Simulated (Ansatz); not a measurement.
Corundum Cr2O3 was calculated with PBE-D4 in Ansatz (plane waves, PAW).

Settings: plane-wave cutoff 500 eV, 10×10×10 k mesh, Fermi–Dirac smearing 0.05 eV, spin-polarised with opposed moments, scalar-relativistic PAW data made under PBE.

Computed at the level's own relaxed cell.

Give the computed volume per atom, magnetic moment (largest site, within a sphere) and band gap.


volume per atom: 9.47 Å³/atom
magnetic moment (largest site, within a sphere): 2.18 μB
band gap: 1.60 eV (on the SCF k mesh)

Measured, for comparison: band gap 3.3 ± 0.1 eV (temperature not stated, not corrected to a static lattice, middle of the range; as tabulated in Medasani et al. (2019), arXiv:1904.04625); equilibrium volume per atom 9.64 Å³/atom (temperature not stated, not corrected to a static lattice; as tabulated in Sawada, Mater. Res. Bull. 29, 239 (1994) (COD 9015000)). Computed (rounded) less measured: band gap -1.70 eV, equilibrium volume per atom -1.8 %. A static lattice is as a rule a little smaller and stiffer than an uncorrected measurement, which narrows the difference in the equilibrium volume per atom and would widen misses of the other sign.

Note: a distance lies near a switch of the dispersion term, which can move the cell.

Moments are spin moments.

Ansatz is a quantum-chemistry and plane-wave program.
